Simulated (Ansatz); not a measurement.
# CH2ClF: the cost of one run

Computed with Ansatz 0.2.0 (DFT unrestricted PBE0, Gaussian basis def2-TZVP, and further levels as typed in the inputs, unless a step's input says otherwise).

### Step 1. The system as given

Bond lengths: F1–C2 1.299 Å, C2–Cl3 1.720 Å, C2–H4 1.123 Å, C2–H5 1.123 Å. Angles: F1–C2–Cl3 115.0°, F1–C2–H4 113.1°, F1–C2–H5 113.1°, Cl3–C2–H4 105.6°, Cl3–C2–H5 105.6°, H4–C2–H5 103.5°.

Coordinates:

```xyz
5

F    -0.7750    1.1206   -0.0628
C    -0.1143    0.0037   -0.0005
Cl    1.5976    0.1721   -0.0052
H    -0.3518   -0.6960   -0.8464
H    -0.3564   -0.6005    0.9148
```

### Step 2. Harmonic vibrations: CH2ClF, charge +1

It takes the final geometry of an earlier run.

Contents of input.yaml:

```yaml
crystal:
  periodic: [false, false, false]
  atoms:
    - { symbol: F, position_ang: [-0.77504677, 1.12057562, -0.06276155] }
    - { symbol: C, position_ang: [-0.11434322, 0.00373701, -0.0004997] }
    - { symbol: Cl, position_ang: [1.59760196, 0.17212352, -0.00518252] }
    - { symbol: H, position_ang: [-0.35182434, -0.69596183, -0.84636971] }
    - { symbol: H, position_ang: [-0.35639763, -0.60048433, 0.91481347] }
magnetization:
  spin_polarized: true
  initial_magnetization: 1
total_charge: 1
basis:
  gaussian: { orbitals: def2-TZVP }
hamiltonian:
  xc: pbe0
scf:
  lower_state_search: light
phonons: {}
```

On the command line:

```
$ ansatz run input.yaml --threads 4 --pin off --max-ram 14336MiB --backend cpu --events-out ev --progress --plain --runs-dir out
```

What time and memory should one allow on 4 threads of AMD EPYC 9R14 (Zen 4), shared host?

About 12 s, with a peak of 0.22 GiB.
